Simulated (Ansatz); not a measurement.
# CH5 (doublet): from Hartree-Fock to the top rungs at distance C1–H5 along a hydrogen transfer = 1.090 Å, cc-pVTZ

The task here is to estimate one member of a computed series from the others.

Computed with Ansatz 0.2.0, Gaussian basis. Level: cc-pVTZ, core rule «outside noble gas», up to 1 orbitals frozen.

The runs, in order: UHF; CCSD(T) on ROHF; CCSD(T) on UHF; BCCD(T) on ROHF; CCSDT(Q) on ROHF; CCSDT(Q) on UHF; CASSCF and NEVPT2, 3 electrons in 3 orbitals; CASSCF and NEVPT2, 9 electrons in 9 orbitals.

**What is computed**

The geometry derives from fragments relaxed apart (PBE0/def2-TZVP) and kept rigid, so it is no stationary point. A hydrogen atom is moved between rigid fragments.

6 atoms, charge 0, spin multiplicity 2.

Atoms are counted from 1 here; the program's logs count them from 0.

Bond lengths: C1–H2 1.090 Å, C1–H3 1.090 Å, C1–H4 1.090 Å, C1–H5 1.090 Å. Angles: H2–C1–H3 109.5°, H2–C1–H4 109.5°, H2–C1–H5 109.5°, H3–C1–H4 109.5°, H3–C1–H5 109.5°, H4–C1–H5 109.5°.

The first run:

Contents of in.yaml:

```yaml
crystal:
  periodic: [false, false, false]
  atoms:
    - {symbol: C, position_ang: [-0.139039, 0.000000, 0.000000]}
    - {symbol: H, position_ang: [-0.502245, 1.027301, 0.000000]}
    - {symbol: H, position_ang: [-0.502245, -0.513650, 0.889668]}
    - {symbol: H, position_ang: [-0.502245, -0.513650, -0.889669]}
    - {symbol: H, position_ang: [0.950578, 0.000000, 0.000000]}
    - {symbol: H, position_ang: [2.212961, 0.000000, 0.000000]}
basis:
  gaussian: {orbitals: cc-pVTZ}
magnetization: {spin_polarized: true, initial_magnetization: 1}
hamiltonian: {xc: hf}
output: {orbitals: {seedname: orbitals}}
```

On the command line:

```bash
$ ansatz run in.yaml --threads 1 --pin off --events-out ev --progress --plain --max-ram 4096MiB --backend cpu
```

Among the steps run: UHF; CCSD(T) on ROHF; CCSD(T) on UHF; BCCD(T) on ROHF; CCSDT(Q) on ROHF; CCSDT(Q) on UHF; CASSCF and NEVPT2, 3 electrons in 3 orbitals; CASSCF and NEVPT2, 9 electrons in 9 orbitals.

One table of the session follows, with a row left open; its other results are not shown here.

```
        method  from UCCSDT(Q) (kJ/mol)
          ROHF                   +617.2
           UHF                   +612.1
          RMP2                    +76.6
          UMP2                    +76.2
         RCCSD                    +19.5
         UCCSD                    +19.4
      RCCSD(T)                     +1.6
      UCCSD(T)                     +1.7
       BCCD(T)                     +1.6
        RCCSDT                     +0.5
        UCCSDT                     +0.5
     RCCSDT(Q)                      0.0
     UCCSDT(Q)                        0
   CASSCF pair                   +574.2
   NEVPT2 pair                        ?
CASSCF valence                   +396.2
NEVPT2 valence                    +92.3
```

Estimate the missing values for NEVPT2 pair.

The run gave: from UCCSDT(Q) (kJ/mol): +81.2. In the column «from UCCSDT(Q) (kJ/mol)» it lies between RMP2 (+76.6) and NEVPT2 valence (+92.3).

Limits of these values: Restricted and unrestricted rows rest on different reference determinants; where their highest levels disagree by more than a few hundredths of an eV, they describe different states and don't form one ladder.
